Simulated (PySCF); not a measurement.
## Ionisation energy of B by level of theory

B [He] 2s2 2p1 (2P) → B⁺ [He] 2s2 (1S), as a difference of total energies. Computed with PySCF 2.14 in x2c-TZVPPall, with the spin-free X2C one-electron Hamiltonian (Gaussian nucleus). Correlated levels: valence: 1s2 frozen; valence and next inner shell: nothing frozen. The calculations carry no spin-orbit coupling.

| method | ionisation energy (eV) |
| --- | --- |
| UHF | 8.038 |
| LDA | 8.636 |
| PBE | 8.667 |
| PBE0 | 8.643 |
| r2SCAN | 8.763 |
| M06-L | 8.598 |
| B2PLYP | 8.492 |
| TPSSh | 8.747 |
| PW91 | 8.725 |
| MP2 (valence) | 8.258 |
| SCS-MP2 (valence) | 8.228 |
| MP2 (valence and next inner shell) | 8.267 |
| SCS-MP2 (valence and next inner shell) | 8.233 |

Problem. How much does correlation contribute at MP2 (valence and next inner shell)?

Solution. 8.267 − (8.038) = 0.229 eV, measured against UHF.

Errors of the correlated levels include the incompleteness of this basis and the frozen core.

For comparison: 8.297 eV (measured; NIST levels, between the centres of gravity of the two terms).
